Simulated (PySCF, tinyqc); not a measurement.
Inside a calculation. Method: LCCD on RHF in the sto-3g basis, for CH+, spin multiplicity 1. The lowest restricted solution is unstable here: a spin-polarised one lies 0.0081 hartree lower (PySCF). Computed by tinyqc, a small Python program that keeps every step (integrals from PySCF). Settings: charge = 1, multiplicity = 1, basis = sto-3g, method = RHF, energy threshold = 1e-10, iteration cap = 89, orthogonalisation = symmetric, start = core, DIIS depth = 6, amplitude equations = LCCD, DIIS depth for amplitudes = 4, cap on updates = 67. Command: `OMP_NUM_THREADS=1 python tinyqc.py 30927 30928 out.jsonl` (the two numbers bound the seeds that draw the settings). One thread of a shared host (Intel(R) Xeon(R) Processor @ 2.60GHz), about 0.08 s of CPU time with the checks. The early iterations of the SCF are left out here.

## One-electron integrals

Geometry (angstrom):
```
atom       x       y       z
C     0.0000  0.0000  0.0000
H     0.0000  0.0000  1.5350
```

Basis sto-3g: exponents (1/bohr^2) and contraction coefficients of normalised primitives:
```
element  l (shell)  exponent  coefficient
C            s (1)   71.6168       0.1543
C            s (1)   13.0451       0.5353
C            s (1)    3.5305       0.4446
C            s (2)    2.9412      -0.1000
C            s (2)    0.6835       0.3995
C            s (2)    0.2223       0.7001
C            p (3)    2.9412       0.1559
C            p (3)    0.6835       0.6077
C            p (3)    0.2223       0.3920
H            s (1)    3.4253       0.1543
H            s (1)    0.6239       0.5353
H            s (1)    0.1689       0.4446
```

Overlap, kinetic and nuclear-attraction integrals over the contracted functions; the nuclear repulsion is the sum of Za Zb / Rab.

nuclear repulsion = 2.068445 hartree

overlap S, lower triangle:
```
         1C 1s   1C 2s  1C 2px  1C 2py  1C 2pz   2H 1s
1C 1s   1.0000
1C 2s   0.2484  1.0000
1C 2px  0.0000  0.0000  1.0000
1C 2py  0.0000  0.0000  0.0000  1.0000
1C 2pz  0.0000  0.0000  0.0000  0.0000  1.0000
2H 1s   0.0227  0.2715  0.0000  0.0000  0.2999  1.0000
```

kinetic energy T (hartree), lower triangle:
```
          1C 1s   1C 2s  1C 2px  1C 2py  1C 2pz   2H 1s
1C 1s   15.8911
1C 2s   -0.0859  0.4722
1C 2px   0.0000  0.0000  1.4777
1C 2py   0.0000  0.0000  0.0000  1.4777
1C 2pz   0.0000  0.0000  0.0000  0.0000  1.4777
2H 1s   -0.0067  0.0134  0.0000  0.0000  0.0719  0.7600
```

nuclear attraction V (hartree), lower triangle:
```
           1C 1s    1C 2s   1C 2px   1C 2py   1C 2pz    2H 1s
1C 1s   -33.9975
1C 2s    -4.2778  -5.5334
1C 2px    0.0000   0.0000  -5.4722
1C 2py    0.0000   0.0000   0.0000  -5.4722
1C 2pz   -0.0085  -0.0976   0.0000   0.0000  -5.5305
2H 1s    -0.3966  -1.1339   0.0000   0.0000  -1.1434  -3.2879
```

core Hamiltonian H = T + V (hartree), lower triangle:
```
           1C 1s    1C 2s   1C 2px   1C 2py   1C 2pz    2H 1s
1C 1s   -18.1064
1C 2s    -4.3637  -5.0612
1C 2px    0.0000   0.0000  -3.9945
1C 2py    0.0000   0.0000   0.0000  -3.9945
1C 2pz   -0.0085  -0.0976   0.0000   0.0000  -4.0528
2H 1s    -0.4033  -1.1205   0.0000   0.0000  -1.0715  -2.5278
```

## Two-electron integrals

Functions are numbered as in S; the eight-fold symmetry (ij|kl) = (ji|kl) = (kl|ij) leaves the list below.

Two-electron integrals (ij|kl) in chemists' order, unique and non-zero (hartree):
```
(11|11) 3.5419   (21|11) 0.5769   (21|21) 0.1119   (22|11) 0.8547
(22|21) 0.2053   (22|22) 0.6247   (31|31) 0.0203   (32|31) 0.0309
(32|32) 0.1380   (33|11) 0.8524   (33|21) 0.2053   (33|22) 0.6246
(33|33) 0.6728   (41|41) 0.0203   (42|41) 0.0309   (42|42) 0.1380
(43|43) 0.0363   (44|11) 0.8524   (44|21) 0.2053   (44|22) 0.6246
(44|33) 0.6003   (44|44) 0.6728   (51|51) 0.0203   (52|51) 0.0309
(52|52) 0.1380   (53|53) 0.0363   (54|54) 0.0363   (55|11) 0.8524
(55|21) 0.2053   (55|22) 0.6246   (55|33) 0.6003   (55|44) 0.6003
(55|55) 0.6728   (61|11) 0.0529   (61|21) 0.0102   (61|22) 0.0187
(61|33) 0.0187   (61|44) 0.0187   (61|51) 0.0006   (61|52) 0.0011
(61|55) 0.0188   (61|61) 0.0009   (62|11) 0.1582   (62|21) 0.0387
(62|22) 0.1339   (62|33) 0.1305   (62|44) 0.1305   (62|51) 0.0036
(62|52) 0.0276   (62|55) 0.1406   (62|61) 0.0037   (62|62) 0.0421
(63|31) 0.0035   (63|32) 0.0196   (63|53) 0.0050   (63|63) 0.0045
(64|41) 0.0035   (64|42) 0.0196   (64|54) 0.0050   (64|64) 0.0045
(65|11) 0.1495   (65|21) 0.0370   (65|22) 0.1357   (65|33) 0.1292
(65|44) 0.1292   (65|51) 0.0063   (65|52) 0.0445   (65|55) 0.1485
(65|61) 0.0036   (65|62) 0.0504   (65|65) 0.0637   (66|11) 0.3434
(66|21) 0.0852   (66|22) 0.3373   (66|33) 0.3219   (66|44) 0.3219
(66|51) 0.0083   (66|52) 0.0883   (66|55) 0.3677   (66|61) 0.0081
(66|62) 0.1469   (66|65) 0.1930   (66|66) 0.7746
```

## Orthogonalisation

S = U s U^T; symmetric (Loewdin) form X = U s^(-1/2) U^T, so that X^T S X = 1.

eigenvalues of S: 0.5646  0.8231  1.0000  1.0000  1.1588  1.4534

X, lower triangle:
```
          1C 1s    1C 2s  1C 2px  1C 2py   1C 2pz   2H 1s
1C 1s    1.0249
1C 2s   -0.1335   1.0577
1C 2px   0.0000   0.0000  1.0000
1C 2py   0.0000   0.0000  0.0000  1.0000
1C 2pz  -0.0046   0.0358  0.0000  0.0000   1.0384
2H 1s    0.0170  -0.1557  0.0000  0.0000  -0.1678  1.0705
```

## Iteration 7 (converged): orbitals

converged F (hartree), lower triangle:
```
           1C 1s    1C 2s   1C 2px   1C 2py   1C 2pz    2H 1s
1C 1s   -11.6429
1C 2s    -3.0960  -1.8599
1C 2px    0.0000   0.0000  -0.2473
1C 2py    0.0000   0.0000   0.0000  -0.2473
1C 2pz   -0.0140  -0.0394   0.0000   0.0000  -0.6528
2H 1s    -0.2909  -0.4835   0.0000   0.0000  -0.4697  -0.5609
```

Diagonalise F' = X^T F X, C = X C', fill 3 alpha and 3 beta electrons from the bottom; D = 2 C_occ C_occ^T. Each column has its largest component positive (the first on a tie).

F' = X^T F X (hartree), lower triangle:
```
          1        2        3        4        5        6
1  -11.4226
2   -1.5259  -1.2786
3    0.0000   0.0000  -0.2473
4    0.0000   0.0000   0.0000  -0.2473
5   -0.0261   0.0324   0.0000   0.0000  -0.5552
6    0.0053  -0.2301   0.0000   0.0000  -0.3362  -0.3759
```

orbital energies (hartree): MO1 -11.6473, MO2 -1.1329, MO3 -0.7773, MO4 -0.2473, MO5 -0.2473, MO6 -0.0748

coefficients C:
```
            MO1      MO2      MO3     MO4      MO5      MO6
1C 1s    0.9945  -0.2572   0.0888  0.0000   0.0000   0.0733
1C 2s    0.0216   0.9412  -0.3783  0.0000   0.0000  -0.3640
1C 2px   0.0000   0.0000   0.0000  0.0109   0.9999   0.0000
1C 2py   0.0000   0.0000   0.0000  0.9999  -0.0109   0.0000
1C 2pz   0.0023   0.1234   0.7442  0.0000   0.0000  -0.7340
2H 1s   -0.0035   0.1982   0.4493  0.0000   0.0000   0.9785
```

D after iteration 7, lower triangle:
```
          1C 1s    1C 2s  1C 2px  1C 2py  1C 2pz   2H 1s
1C 1s    2.1262
1C 2s   -0.5085   2.0590
1C 2px   0.0000   0.0000  0.0000
1C 2py   0.0000   0.0000  0.0000  0.0000
1C 2pz   0.0733  -0.3306  0.0000  0.0000  1.1380
2H 1s   -0.0290   0.0330  0.0000  0.0000  0.7176  0.4824
```

Within a degenerate level the vectors are fixed only up to a rotation; this is one choice.

## Convergence

Stop when the energy changes by less than 1e-10 hartree and every element of the error matrix X^T (F D S - S D F) X is below 3e-06.

Course of the cycle:
```
iteration  E (hartree)     change  largest element of the error matrix
1           -37.046733          -                             3.76e-01
2           -37.400050  -3.53e-01                             7.80e-02
3           -37.407717  -7.67e-03                             1.25e-02
4           -37.407896  -1.79e-04                             3.33e-03
5           -37.407908  -1.21e-05                             2.00e-04
6           -37.407908  -3.28e-08                             2.94e-06
7           -37.407908  -9.17e-12                             2.68e-09
```

PySCF RHF in the same basis = -37.407908 hartree

Converged in 7 iterations.

## Integrals over molecular orbitals

(pq|rs) = sum C_ip C_jq C_kr C_ls (ij|kl), one index at a time.

one-electron integrals over orbitals h = C^T H C (hartree), lower triangle:
```
          1        2        3        4        5        6
1  -18.0950
2    0.3865  -4.1814
3   -0.1261   0.1990  -3.6425
4    0.0000   0.0000   0.0000  -3.9945
5    0.0000   0.0000   0.0000   0.0000  -3.9945
6   -0.1059   0.4836   0.6719   0.0000   0.0000  -2.9107
```

Two-electron integrals over orbitals (pq|rs), unique and non-zero (hartree):
```
(11|11) 3.5140    (21|11) -0.3391   (21|21) 0.0521    (22|11) 0.7991
(22|21) -0.0134   (22|22) 0.5768    (31|11) 0.1153    (31|21) -0.0156
(31|22) 0.0116    (31|31) 0.0183    (32|11) -0.0915   (32|21) 0.0070
(32|22) 0.0039    (32|31) 0.0154    (32|32) 0.1099    (33|11) 0.7030
(33|21) -0.0093   (33|22) 0.5177    (33|31) -0.0054   (33|32) -0.0354
(33|33) 0.5520    (41|41) 0.0214    (42|41) 0.0270    (42|42) 0.1166
(43|41) -0.0091   (43|42) -0.0328   (43|43) 0.0358    (44|11) 0.8521
(44|21) -0.0105   (44|22) 0.5852    (44|31) 0.0034    (44|32) -0.0511
(44|33) 0.5233    (44|44) 0.6728    (51|51) 0.0214    (52|51) 0.0270
(52|52) 0.1166    (53|51) -0.0091   (53|52) -0.0328   (53|53) 0.0358
(54|54) 0.0363    (55|11) 0.8521    (55|21) -0.0105   (55|22) 0.5852
(55|31) 0.0034    (55|32) -0.0511   (55|33) 0.5233    (55|44) 0.6003
(55|55) 0.6728    (61|11) 0.0958    (61|21) -0.0167   (61|22) -0.0019
(61|31) -0.0064   (61|32) -0.0162   (61|33) 0.0096    (61|44) 0.0028
(61|55) 0.0028    (61|61) 0.0148    (62|11) -0.1581   (62|21) 0.0029
(62|22) -0.0816   (62|31) -0.0135   (62|32) -0.0153   (62|33) -0.0125
(62|44) -0.0854   (62|55) -0.0854   (62|61) 0.0092    (62|62) 0.0733
(63|11) -0.2269   (63|21) 0.0048    (63|22) -0.0856   (63|31) 0.0024
(63|32) 0.0774    (63|33) -0.0686   (63|44) -0.1231   (63|55) -0.1231
(63|61) -0.0048   (63|62) 0.0607    (63|63) 0.1473    (64|41) -0.0069
(64|42) -0.0293   (64|43) -0.0086   (64|64) 0.0198    (65|51) -0.0069
(65|52) -0.0293   (65|53) -0.0086   (65|65) 0.0198    (66|11) 0.5695
(66|21) -0.0047   (66|22) 0.4786    (66|31) 0.0111    (66|32) 0.0842
(66|33) 0.4876    (66|44) 0.4322    (66|55) 0.4322    (66|61) -0.0068
(66|62) 0.0055    (66|63) 0.0747    (66|66) 0.6138
```

## LCCD: starting amplitudes

t_ij^ab = <ij||ab> / (e_i + e_j - e_a - e_b), whose energy is MP2.

Starting amplitudes (spin orbitals 1a, 1b, ...; amplitudes related by a flip of all spins are not repeated):
```
from      to         t
3a 3b  6a 6b   -0.1049
2a 2b  4a 4b   -0.0658
2a 2b  5a 5b   -0.0658
2a 2b  6a 6b   -0.0346
2a 3b  6a 6b   -0.0344
3a 3b  4a 4b   -0.0338
3a 3b  5a 5b   -0.0338
2a 3b  4a 4b    0.0231
2a 3b  5a 5b    0.0231
1a 2b  4a 4b   -0.0022
1a 2b  5a 5b   -0.0022
1a 1b  4a 4b   -0.0009
1a 1b  5a 5b   -0.0009
1a 3b  4a 4b    0.0008
1a 3b  5a 5b    0.0008
1a 2b  6a 6b   -0.0007
1a 1b  6a 6b   -0.0006
1a 3b  6a 6b  3.89e-04
```

correlation energy = -0.043301 hartree

## LCCD: amplitude update 1

t_ij^ab D_ij^ab are set to the remaining terms of the spin-orbital equations, evaluated with the old amplitudes; for the doubles these are <ij||ab> + 1/2 <ab||ef> t_ij^ef + 1/2 <mn||ij> t_mn^ab + P(ij)P(ab) <mb||ej> t_im^ae, D the orbital-energy denominators (linear CCD).

Amplitudes after update 1 (spin orbitals 1a, 1b, ...; amplitudes related by a flip of all spins are not repeated):
```
from      to          t
3a 3b  6a 6b    -0.1447
2a 2b  4a 4b    -0.0957
2a 2b  5a 5b    -0.0957
2a 3b  6a 6b    -0.0548
3a 3b  4a 4b    -0.0506
3a 3b  5a 5b    -0.0506
2a 2b  6a 6b    -0.0408
2a 3b  4a 4b     0.0397
2a 3b  5a 5b     0.0397
1a 2b  4a 4b    -0.0022
1a 2b  5a 5b    -0.0022
1a 1b  4a 4b    -0.0008
1a 1b  5a 5b    -0.0008
1a 3b  4a 4b     0.0007
1a 3b  5a 5b     0.0007
1a 2b  6a 6b    -0.0006
1a 1b  6a 6b  -4.95e-04
1a 3b  6a 6b   2.10e-04
```

correlation energy = -0.062415 hartree

## LCCD: amplitude update 2

As before.

Amplitudes after update 2 (spin orbitals 1a, 1b, ...; amplitudes related by a flip of all spins are not repeated):
```
from      to          t
3a 3b  6a 6b    -0.1618
2a 2b  4a 4b    -0.1098
2a 2b  5a 5b    -0.1098
2a 3b  6a 6b    -0.0642
3a 3b  4a 4b    -0.0598
3a 3b  5a 5b    -0.0598
2a 3b  4a 4b     0.0505
2a 3b  5a 5b     0.0505
2a 2b  6a 6b    -0.0418
1a 2b  4a 4b    -0.0021
1a 2b  5a 5b    -0.0021
1a 1b  4a 4b    -0.0007
1a 1b  5a 5b    -0.0007
1a 3b  4a 4b     0.0006
1a 3b  5a 5b     0.0006
1a 2b  6a 6b    -0.0006
1a 1b  6a 6b  -4.86e-04
1a 3b  6a 6b   1.40e-04
```

correlation energy = -0.071497 hartree

## LCCD: convergence

E_corr = 1/4 sum <ij||ab> t_ij^ab; stop when the norm of the change is below 1e-8.

Course of the amplitude iterations:
```
update  correlation energy (hartree)  norm of the change
0                          -0.043301                   -
1                          -0.062415            1.54e-01
2                          -0.071497            7.76e-02
3                          -0.080695            4.12e-02
4                          -0.080821            6.83e-03
5                          -0.080822            2.32e-03
6                          -0.080820            5.81e-04
7                          -0.080819            1.81e-04
8                          -0.080817            1.83e-05
9                          -0.080817            6.65e-06
10                         -0.080816            3.02e-06
11                         -0.080816            1.19e-06
12                         -0.080816            6.38e-07
13                         -0.080816            3.25e-07
14                         -0.080816            7.88e-08
15                         -0.080816            1.82e-08
16                         -0.080816            7.08e-09
```

Converged amplitudes (spin orbitals 1a, 1b, ...; amplitudes related by a flip of all spins are not repeated):
```
from      to          t
3a 3b  6a 6b    -0.1751
2a 2b  4a 4b    -0.1231
2a 2b  5a 5b    -0.1231
3a 3b  5a 5b    -0.0775
3a 3b  4a 4b    -0.0775
2a 3b  6a 6b    -0.0718
2a 3b  4a 4b     0.0666
2a 3b  5a 5b     0.0666
2a 2b  6a 6b    -0.0416
1a 2b  4a 4b    -0.0020
1a 2b  5a 5b    -0.0020
1a 2b  6a 6b    -0.0006
1a 1b  5a 5b    -0.0005
1a 1b  4a 4b    -0.0005
1a 1b  6a 6b  -4.81e-04
1a 3b  5a 5b   4.35e-04
1a 3b  4a 4b   4.35e-04
1a 3b  6a 6b   9.08e-05
```

LCCD total energy = -37.488724 hartree

Converged in 16 updates, with DIIS from the third.
